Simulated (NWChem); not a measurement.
## Total energies of pyrrole (C4H5N)

SMILES: c1cc[nH]c1
```xyz
10

C     -0.7108     0.0000     0.9829
C      0.7108     0.0000     0.9829
C      1.1192     0.0000    -0.3342
N      0.0000     0.0000    -1.1172
C     -1.1192     0.0000    -0.3342
H     -1.3652     0.0000     1.8525
H      1.3652     0.0000     1.8525
H      2.1156     0.0000    -0.7708
H      0.0000     0.0000    -2.1269
H     -2.1156     0.0000    -0.7708
```
Charge 0, spin multiplicity 1.

Everything below was run with NWChem. All single points use one geometry, from PBE0/def2-SVP, a minimum by its harmonic frequencies.

Basis set: 6-31G* (80 functions).

```json
[
 {"method": "RHF", "total energy (Ha)": "-208.80501"},
 {"method": "MP2", "total energy (Ha)": "-209.47262"},
 {"method": "B2PLYP", "total energy (Ha)": "-209.92422"},
 {"method": "PBE", "total energy (Ha)": "-209.89370"},
 {"method": "B3LYP", "total energy (Ha)": "-210.16141"},
 {"method": "LDA (SVWN5)", "total energy (Ha)": "-208.28136"},
 {"method": "CCSD(T)", "total energy (Ha)": "-209.52988"}
]
```

Total energies of different functionals aren't comparable as a measure of quality: only differences taken within one method are. 

The correlated methods keep 5 core orbitals frozen. B3LYP has NWChem's definition, with VWN1-RPA local correlation. The Pople sets run with spherical d functions. No row is a measurement; the coupled-cluster row has its own basis-set and correlation limits.
